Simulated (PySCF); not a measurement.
Which functional comes closest?

Molecule: `C(C)(C)C(=O)Cl`, C₄H₇ClO.

Bonds (- single, = double, # triple, : aromatic): C1-C2 1.530 Å, C2-C3 1.521 Å, C2-C4 1.511 Å, C4=O5 1.182 Å, C4-Cl6 1.800 Å. C1 carries H7, H8, H9; C2 carries H10; C3 carries H11, H12, H13.

Geometry PBE0-D3(BJ)/def2-SVP throughout; GIAO in PySCF, gas phase, one conformer, non-relativistic; equivalent atoms averaged; basis pcSseg-1.

Reference values (measured; solution, not stated per compound (mostly CDCl3 or CCl4); Pretsch, Buehlmann, Badertscher, Structure Determination of Organic Compounds, 4th ed. (2009)): δ(C2) = 46.5 ppm, δ(C1/C3) = 19.0 ppm, δ(H10) = 2.97 ppm, δ(H7/H8/H9/H11/H12/H13) = 1.31 ppm. Computed shifts are taken against TMS, calculated as an isolated molecule at each level.

Problem. How do the functionals KT2, KT3, B97-D, B3LYP, PBE0, mPW1PW91 perform against the reference? Times are CPU seconds on 1 thread of an Arm Neoverse V1, shared host; the GGAs took longer than the global hybrids here, which isn't the general rule, and the cause wasn't traced.

Solution. 
| functional | kind | C2 | C1/C3 | H10 | H7/H8/H9/H11/H12/H13 | mean abs. error C | mean abs. error H | core-s |
| --- | --- | --- | --- | --- | --- | --- | --- | --- |
| KT2 | GGA | 50.6 | 21.1 | 2.58 | 1.23 | 3.1 | 0.24 | 21 |
| KT3 | GGA | 49.6 | 21.2 | 2.58 | 1.24 | 2.7 | 0.23 | 20 |
| B97-D | GGA | 50.4 | 21.7 | 2.60 | 1.27 | 3.3 | 0.21 | 21 |
| B3LYP | global hybrid | 50.5 | 21.2 | 2.46 | 1.24 | 3.1 | 0.29 | 15 |
| PBE0 | global hybrid | 48.7 | 20.4 | 2.44 | 1.22 | 1.8 | 0.31 | 14 |
| mPW1PW91 | global hybrid | 48.8 | 20.5 | 2.43 | 1.23 | 1.9 | 0.31 | 16 |

For ¹³C the closest is PBE0 (1.8 ppm, with mPW1PW91 practically level) and the furthest B97-D (3.3 ppm).

For ¹H the closest is B97-D (0.21 ppm, with KT3 practically level) and the furthest PBE0 (0.31 ppm). One molecule is a small sample, and vibrational and solvent effects are absent from the calculation.
